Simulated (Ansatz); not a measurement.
**C₂H₄OS: up Jacob's ladder to CCSD(T)**

Aim: compute C₂H₄OS with functionals from several rungs and with coupled cluster, and see how far each lands from CCSD(T) at the basis-set limit for the atomisation energy.

Method: functionals in def2-TZVPP, the program's frozen cores in correlated methods; program: Ansatz 0.2.0, Gaussian basis.

The runs, in order: LDA (SPW92), PBE-D4, revPBE-D4, BLYP-D4, r2SCAN-D4, B97M-V, PBE0-D4, B3LYP-D4, r2SCANh-D4, r2SCAN0-D4, HSE06-D4, BHLYP-D4, CAM-B3LYP-D4, LC-ωPBE, ωB97X-V, ωB97M-V, B2PLYP, PBE-QIDH; CCSD(T)/def2-SVP; CCSD(T)/def2-TZVPP; MP2/def2-QZVPP; extrapolation to the limit; RPA on PBE.

## Step 1: The geometry

All runs share one geometry, relaxed beforehand with PBE0-D4 in a triple-zeta def2 set.

SMILES `SC1CO1`, 8 atoms, charge 0, spin multiplicity 1.

Atoms are counted from 1 here; the program's logs count them from 0.

Bond lengths: S1–C2 1.780 Å, S1–H5 1.343 Å, C2–C3 1.455 Å, C2–O4 1.407 Å, C2–H6 1.088 Å, C3–O4 1.425 Å, C3–H7 1.087 Å, C3–H8 1.087 Å. Angles: C2–S1–H5 96.3°, S1–C2–C3 124.7°, S1–C2–O4 119.8°, S1–C2–H6 109.8°, C3–C2–O4 59.7°, C3–C2–H6 119.2°, O4–C2–H6 115.2°, C2–C3–O4 58.5°, C2–C3–H7 120.2°, C2–C3–H8 119.0°, O4–C3–H7 115.5°, O4–C3–H8 115.4°, H7–C3–H8 115.6°, C2–O4–C3 61.8°.

## Step 2: LDA

This LDA is Slater exchange with PW92 correlation.

File in.yaml:

```yaml
crystal:
  periodic: [false, false, false]
  atoms:
    - {symbol: S, position_ang: [-1.681301, 0.532426, -0.788085]}
    - {symbol: C, position_ang: [0.023174, 0.602563, -0.280726]}
    - {symbol: C, position_ang: [0.766006, -0.514343, 0.283575]}
    - {symbol: O, position_ang: [0.345501, 0.583370, 1.089116]}
    - {symbol: H, position_ang: [-1.999585, -0.563886, -0.081369]}
    - {symbol: H, position_ang: [0.551979, 1.348723, -0.870388]}
    - {symbol: H, position_ang: [1.838734, -0.593802, 0.124585]}
    - {symbol: H, position_ang: [0.247692, -1.452253, 0.467491]}
basis:
  gaussian: {orbitals: def2-TZVPP}
hamiltonian: {xc: lda}
output: {orbitals: {seedname: orbitals}}
```

The run is started by

```
ansatz run in.yaml --threads 2 --pin off --events-out ev --progress --plain --max-ram 4352MiB
```

The runs that follow: PBE-D4 (GGA); revPBE-D4 (GGA); BLYP-D4 (GGA); r2SCAN-D4 (meta-GGA); B97M-V (meta-GGA); B3LYP-D4 (hybrid); r2SCANh-D4 (hybrid); r2SCAN0-D4 (hybrid); HSE06-D4 (hybrid); BHLYP-D4 (hybrid); CAM-B3LYP-D4 (range-separated); LC-ωPBE (range-separated); ωB97X-V (range-separated); ωB97M-V (range-separated); B2PLYP (double hybrid); PBE-QIDH (double hybrid); CCSD(T) in def2-SVP; CCSD(T) in def2-TZVPP; MP2 in def2-QZVPP; RPA on PBE orbitals.

**Question.** What will the summary of the whole plan be? Wanted: atomisation energy, CCSD(T)/CBS; farthest beyond LDA; mean size of error, GGA; mean size of error, meta-GGA; mean size of error, hybrid; mean size of error, range-separated; mean size of error, double hybrid; gap, smallest and largest; T1 diagnostic.

The runs gave:

| quantity | value |
| --- | --- |
| atomisation energy, CCSD(T)/CBS | 30.759 eV |
| functionals within 0.154 eV (0.5 %) | BLYP-D4, B3LYP-D4, r2SCANh-D4, CAM-B3LYP-D4, LC-ωPBE, PBE-QIDH |
| farthest beyond LDA | BHLYP-D4 (-1.364 eV) |
| mean size of error, GGA | 0.506 eV |
| mean size of error, meta-GGA | 0.221 eV |
| mean size of error, hybrid | 0.433 eV |
| mean size of error, range-separated | 0.132 eV |
| mean size of error, double hybrid | 0.238 eV |
| gap, smallest and largest | 5.09 eV (BLYP-D4), 12.49 eV (LC-ωPBE) |
| T1 diagnostic | 0.0120 |
| triples share of the correlation energy | 4.2 % |

What this shows: LDA overbinds by 5.558 eV (18 %). PBE-D4 is off by +1.180 eV. Double hybrids carry the basis error of their MP2 part in triple zeta, and no dispersion term here, so their miss is partly the set-up's. Taken by rung, range-separated functionals do best (0.132 eV on average) and GGA ones worst beyond LDA (0.506 eV). The reference freezes the cores and leaves out relativity and excitations past (T), so misses under about 0.154 eV can't be ranked. Hartree-Fock recovers 68 % of the binding; the rest is correlation. CCSD(T) in def2-SVP is off by -1.819 eV, more than most functionals: a good method in a small basis is no reference. The gap grows from 5.1 to 12.5 eV across the functionals, mostly with the share of exact exchange.
